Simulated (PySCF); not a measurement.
methacrolein, C₄H₆O, SMILES C=C(C)C=O, point group Cs.

Level: B3LYP/pcSseg-1 in PySCF (density fitting, grid level 2); geometry and Hessian at that level, cubic constants and property derivatives from steps of ±0.6 along each species' dimensionless normal coordinates, second-order vibrational perturbation theory. The parent has the commonest isotopes.

Equilibrium geometry (Å):

```tsv
atom	x	y	z
C1	-1.2449	-0.7291	-0.3611
C2	-0.0901	-0.1350	-0.0369
C3	0.1215	1.3483	0.0488
C4	1.0758	-1.0040	0.2623
O5	2.1714	-0.5881	0.5670
H6	-1.3239	-1.8144	-0.4034
H7	-2.1426	-0.1612	-0.5935
H8	0.4588	1.6305	1.0527
H9	-0.7940	1.8981	-0.1861
H10	0.9129	1.6637	-0.6408
H11	0.8767	-2.0979	0.1874
```

Question: Give the equilibrium and ground-state rotational constants (MHz) of parent; ²H at 11.

Answer: 
```csv
species,Ae,Be,Ce,A0,B0,C0,Δ0 (u Å²),harmonic ZPE (cm⁻¹)
parent,8624.2,4393.4,2963.5,8556.5,4364.4,2941.5,-3.051,19542
²H at 11,8207.8,4364.3,2900,8144,4335.1,2878.5,-3.064,18867
```

Δ0 = Ic − Ia − Ib from the ground-state constants.

Question: How is the parent's vibrational correction B0 − Be made up?

Answer: 
```
axis  harmonic  Coriolis  cubic  total (MHz)
   a      16.4     -18.8  -65.4        -67.7
   b      6.58     -7.31  -28.3          -29
   c      1.42     -1.71  -21.7          -22
```

Question: And its quartic centrifugal distortion constants from the harmonic force field?

Answer: Asymmetric top, A reduction, Ir representation: ΔJ = 0.867 kHz, ΔJK = 6.3 kHz, ΔK = -0.783 kHz, δJ = 0.27 kHz, δK = 3.81 kHz.

A mode lies under 250 cm⁻¹, where this perturbation treatment is rough. Internal rotors are held in one well.
